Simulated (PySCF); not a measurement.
## AlHCl + Cl₂ → AlCl₂ + HCl

Level: PBE0 in the def2-TZVP basis family, all electrons, no relativity, computed in PySCF with density fitting; open shells unrestricted.

```json
{"species": "AlHCl", "state and structure": "doublet, Cs, Al–Cl 2.113 Å, Al–H 1.603 Å; Cl–Al–H 115.7°", "E (Eh)": "-702.99985", "ZPE (kJ/mol)": "17.2", "H(298 K) − H(0) (kJ/mol)": "11.0", "S° (J/(mol K))": "258.1"}
{"species": "Cl₂", "state and structure": "singlet, D∞h, Cl–Cl 1.982 Å", "E (Eh)": "-920.08940", "ZPE (kJ/mol)": "3.5", "H(298 K) − H(0) (kJ/mol)": "9.1", "S° (J/(mol K))": "222.5"}
{"species": "AlCl₂", "state and structure": "doublet, C2v, Al–Cl 2.102 Å (×2); Cl–Al–Cl 119.0°", "E (Eh)": "-1162.55060", "ZPE (kJ/mol)": "7.1", "H(298 K) − H(0) (kJ/mol)": "12.8", "S° (J/(mol K))": "289.6"}
{"species": "HCl", "state and structure": "singlet, C∞v, H–Cl 1.279 Å", "E (Eh)": "-460.66440", "ZPE (kJ/mol)": "17.9", "H(298 K) − H(0) (kJ/mol)": "8.7", "S° (J/(mol K))": "186.6"}
```

(1) What is the electronic reaction energy?

(2) Add zero-point, thermal and entropy terms for 298.15 K and 1 bar.

## Answers

(1) At PBE0/def2-TZVP, ΔE = -330.2 kJ/mol from the differences of the total energies times 2625.5, downhill. Chlorination of this kind underlies dry etching.

(2) ΔZPE = 4.3 and Δ[H(298) − H(0)] = 1.4 kJ/mol give ΔH° = -324.5 kJ/mol. ΔS° = -4.4 J/(mol K), so ΔG° = -324.5 − 298.15 × (-0.0044) = -323 kJ/mol.

The structures come from searches over a few start shapes, so lower isomers are not excluded.
